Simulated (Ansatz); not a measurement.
## Equilibrium lattice constant a of some cubic elemental solids other than molecular ones

Method: r²SCANh (Ansatz, a quantum-chemistry and plane-wave program, PAW). References are measured values corrected to a static lattice. The table is a random draw of 6 from 29 solids with such references.

Values in Å.

```
solid                           reference  r²SCANh  error (%)
--------------------  -------------------  -------  ---------
fcc Pd                              3.876    3.903      +0.70
fcc Al                              4.018    3.987      -0.77
fcc Pb                             4.902¶    4.995      +1.90
diamond-structure Ge                5.644    5.658      +0.25
fcc Ir                              3.831    3.831       0.00
diamond               3.553 (3.543–3.555)    3.552      -0.03
```

Over these 6 solids the mean error is +0.34 %, the mean absolute error 0.61 % (median 0.47 %), and the worst case fcc Pb at +1.90 %; the value is above the reference in 3 of 6 cases. Over all 29, from unrounded values, the mean error is +0.89 % and the mean absolute error 1.17 % (median 0.78 %). Caveats on values not shown: the cell is over a tenth larger than the published one: the level's own overestimate first of all, though another phase or state, or a fault of the published cell, is possible (1); the commensurate order stands in for chromium's spin-density wave, and the size of the moments varies much between levels (1).

All these references are brought to a static lattice.

Spin–orbit coupling is left out, also for the solids with elements from indium on (fcc Pb, fcc Ir); its size isn't shown.

¶ marks references of a special kind: fcc Pb, 4.902 Å (measured, low-temperature or extrapolated to 0 K; zero-point anharmonic expansion removed, our sources range from 4.902 to 4.912; as tabulated in Csonka et al. (2009), arXiv:0903.4037).

Exact exchange on metals is sensitive to the k mesh.

Brackets give the range of the sources taken for a reference, where it is wide; it can hold other temperatures.

Differences are worked out from the printed values.

Ansatz's density-functional and Hartree–Fock values are scalar-relativistic unless marked +SOC, with PAW data made under PBE.

Ansatz's runs of these crystals have no spin polarisation. Meta-GGAs and exact exchange favour moments, which can bear on fcc Pd.

Not in this set, of the elemental solids other than molecular ones with a reference value in our tables and a result at some level: 19 for a reference at room or unstated temperature; 4 for a high-temperature or high-pressure phase. These can be a level's best or worst cases. At least 1 more with a reference value is held back for tests. Solids without a released value at any level aren't counted. Layered and molecular crystals are counted apart. The metals Ce to Yb are counted apart.

References as tabulated in Mejia-Rodriguez and Trickey (2018), arXiv:1807.09216; Csonka et al. (2009), arXiv:0903.4037.
